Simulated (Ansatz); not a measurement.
# C₂H₇Al (built from SMILES C=C.[AlH3]): a reaction path by the nudged elastic band

What path joins these two structures, and how high does it climb? Both ends were relaxed at PBE0-D4 in triple zeta. A second band with other settings follows.

Method: PBE0-D4/def2-SVP; program: Ansatz 0.2.0, Gaussian basis.

16 further runs of the same task are left out: 16 set aside as unsound or not needed.

## 1. The starting structure

The first end: 10 atoms, charge 0, spin multiplicity 1.

Atoms are counted from 1 here; the program's logs count them from 0.

Bond lengths: Al1–H2 1.598 Å, Al1–H3 1.592 Å, Al1–H4 1.592 Å, C5–C6 1.339 Å, C5–H7 1.084 Å, C5–H8 1.084 Å, C6–H9 1.084 Å, C6–H10 1.084 Å. Angles: H2–Al1–H3 117.8°, H2–Al1–H4 117.8°, H3–Al1–H4 120.3°, C6–C5–H7 121.4°, C6–C5–H8 121.4°, H7–C5–H8 117.2°, C5–C6–H9 121.7°, C5–C6–H10 121.7°, H9–C6–H10 116.6°.

Geometry (Å):

```
Al   -0.01064   -1.23500    0.65991
H     0.99428   -1.91016   -0.38239
H    -1.56150   -1.56552    0.51532
H     0.58153   -0.75891    2.05918
C    -0.42527    1.14447   -0.01052
C     0.42172    0.65430   -0.92422
H    -0.06572    1.63894    0.88461
H    -1.49873    1.09828   -0.15376
H     1.49647    0.73628   -0.80641
H     0.06787    0.19732   -1.84162
```

The second end:

```
Al   -0.5159   -0.9239    1.3196
H     0.9984   -0.4917   -1.4616
H    -1.8085   -1.0642    2.2376
H     0.7419   -1.8592    1.5988
C    -0.4907    0.3901   -0.1321
C     0.7812    0.4631   -0.9752
H    -0.7123    1.3705    0.3125
H    -1.3621    0.1869   -0.7701
H     1.6552    0.7093   -0.3662
H     0.7127    1.2192   -1.7633
```

## 2. The band at PBE0-D4/def2-SVP

neb/in.yaml

```yaml
crystal:
  periodic: [false, false, false]
  atoms:
    - {symbol: Al, position_ang: [-0.010644, -1.234997, 0.659906]}
    - {symbol: H, position_ang: [0.994282, -1.910159, -0.382393]}
    - {symbol: H, position_ang: [-1.561504, -1.565518, 0.515319]}
    - {symbol: H, position_ang: [0.581528, -0.758910, 2.059180]}
    - {symbol: C, position_ang: [-0.425266, 1.144474, -0.010518]}
    - {symbol: C, position_ang: [0.421718, 0.654296, -0.924217]}
    - {symbol: H, position_ang: [-0.065719, 1.638935, 0.884613]}
    - {symbol: H, position_ang: [-1.498735, 1.098283, -0.153762]}
    - {symbol: H, position_ang: [1.496470, 0.736275, -0.806412]}
    - {symbol: H, position_ang: [0.067870, 0.197320, -1.841616]}
basis:
  gaussian: {orbitals: def2-SVP}
hamiltonian: {xc: pbe0, dispersion: d4}
neb:
  images: 5
  climbing: true
  max_iterations: 40
  initial_path: idpp
  final_atoms:
    - {symbol: Al, position_ang: [-0.515885, -0.923906, 1.319628]}
    - {symbol: H, position_ang: [0.998436, -0.491744, -1.461557]}
    - {symbol: H, position_ang: [-1.808465, -1.064236, 2.237589]}
    - {symbol: H, position_ang: [0.741923, -1.859199, 1.598841]}
    - {symbol: C, position_ang: [-0.490659, 0.390108, -0.132096]}
    - {symbol: C, position_ang: [0.781160, 0.463100, -0.975177]}
    - {symbol: H, position_ang: [-0.712319, 1.370481, 0.312525]}
    - {symbol: H, position_ang: [-1.362129, 0.186881, -0.770144]}
    - {symbol: H, position_ang: [1.655212, 0.709293, -0.366187]}
    - {symbol: H, position_ang: [0.712726, 1.219222, -1.763323]}
```

Run with:

```bash
> ansatz run in.yaml --threads 2 --pin off --events-out ev --progress --plain --max-ram 4352MiB
```

## 3. The band at PBE-D4/6-31G, other settings

neb/in.yaml: that of step 2 with these lines changed.

```diff
@@ -14,9 +14,9 @@
 basis:
-  gaussian: {orbitals: def2-SVP}
-hamiltonian: {xc: pbe0, dispersion: d4}
+  gaussian: {orbitals: 6-31G}
+hamiltonian: {xc: pbe, dispersion: d4}
 neb:
-  images: 5
+  images: 4
   climbing: true
   max_iterations: 40
-  initial_path: idpp
+  initial_path: linear
   final_atoms:
```

Q: Predict the outcome of this session. Wanted: from earlier runs: barrier over the separately found saddle, CCSD(T)/def2-TZVPP.

As calculated:

```
                                                                       quantity                                                  value
                                                PBE0-D4/def2-SVP, 15 iterations  highest 26.8 kJ/mol (image 1), last end -100.6 kJ/mol
                                                    PBE-D4/6-31G, 13 iterations   highest 29.9 kJ/mol (image 2), last end -89.6 kJ/mol
from earlier runs: barrier over the separately found saddle, CCSD(T)/def2-TZVPP                                            49.5 kJ/mol
```

What this shows: The highest image lies 26.8 kJ/mol above the first end, and it climbed, so it estimates the saddle. The ends are not quite minima at this level (largest force component 0.36 eV/Å), so the heights are unreliable: relaxing the first end would lower it and raise the barrier above it. The highest image is 22.7 kJ/mol below the CCSD(T) barrier in triple zeta, which comes from separate runs on the saddle. The second band's highest image lies at 29.9 kJ/mol; the levels differ.
